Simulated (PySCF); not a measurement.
Relative stability

Two relaxed structures of CH4BNa, closed shell (PBE0-D4/def2-TZVP; forces vanish, vibrations not checked).

A:

```
7
angstrom
C 0.1598 0.4431 -0.0806
B 1.0896 -0.1792 0.8641
Na 2.3447 0.8856 -1.0343
H -0.2164 1.4621 0.0375
H -0.3810 -0.1191 -0.8440
H 1.6371 0.4773 1.7294
H 1.4414 -1.3343 0.7419
```

B:

C1  (-0.739, 0.208, -0.218)
B2  (0.602, -0.387, 0.325)
Na3  (2.795, 0.782, 0.687)
H4  (-0.845, 1.294, -0.227)
H5  (-0.733, -0.117, -1.275)
H6  (-1.642, -0.243, 0.214)
H7  (0.552, -1.584, 0.515)
(Å)

Computed with PySCF 2.14 with density fitting (its default auxiliary sets; JK sets also for MP2 and CCSD(T)) (basis: def2-TZVPP); correlated methods freeze the cores. The outer core shell of Li, Na, Mg and K is correlated. The def2 sets are not built for correlating such inner shells, so the correlated values are less sure here. B3LYP uses VWN-RPA correlation.

Which structure is lower at CCSD(T), and by how much? (Judge from chemistry; the value comes from the calculation.)

Computed: A, by 144.3 kJ/mol (electronic energy, against the other). By their contacts, A is CH₄BNa ([BH2]1[CH2][Na]1) and B is CH₄BNa ([CH3][BH][Na]).

All methods give the same order:

```
   method  E(B) − E(A) (kJ/mol)
   PBE-D4                 138.2
r2SCAN-D4                 149.1
  PBE0-D4                 139.5
 B3LYP-D4                 138.7
  wB97M-V                 142.3
       HF                 125.6
      MP2                 155.5
     CCSD                 140.1
  CCSD(T)                 144.3
```

The T1 diagnostic stays at or below 0.011. The restricted Hartree–Fock reference is unstable towards an unrestricted one at one or more of these structures.

Labels in which every atom is bracketed show which atoms are joined, not bond orders.

For scale, one of the runs: CCSD(T)/def2-TZVPP, 150 basis functions, launched by `OMP_NUM_THREADS=2 python run.py`. The run took 3.5 min on 2 CPU threads of an Arm Neoverse V1 (shared host), with 1.1 GiB of host memory at its peak.
